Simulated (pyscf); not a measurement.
Single points on ωB97X-D3(BJ)/def2-SVP structures (PySCF, gas phase).

Task: For the elementary gas-phase step H₃Si–Cl (SMILES [SiH3]Cl) + Cl–TiH(Cl)–Cl (SMILES [Cl][TiH]([Cl])[Cl]) → Cl–Ti(Cl)(Cl)–Cl (SMILES [Cl][Ti]([Cl])([Cl])[Cl]) + SiH₄ (SMILES [SiH4]) (singlet surface; Cl–Si, H–Ti broken, Cl–Ti, H–Si formed), what barrier and reaction energy does ωB97M-D3(BJ)/def2-TZVP give, measured from the separated reactants?

Result: ΔE‡ = 12.4 kcal/mol, ΔE = -17.7 kcal/mol. Zero-point energy shifts the barrier by +1.6 kcal/mol. It is a four-centre exchange, with an imaginary mode of 313i cm⁻¹. On the reactant side the descent ends in an adduct with a Cl–Ti contact, 5.7 kcal/mol under the separated species and 10.3 kcal/mol under the saddle at ωB97X-D3(BJ)/def2-TZVP. What is counted as formed (Cl–Ti) is already present as a longer contact in the reactant adduct; forming that adduct is a step of its own. At ωB97X-D3(BJ)/def2-TZVP the barrier from the zero used here is 4.6 kcal/mol. One saddle was located; it need not be the lowest between these sides.
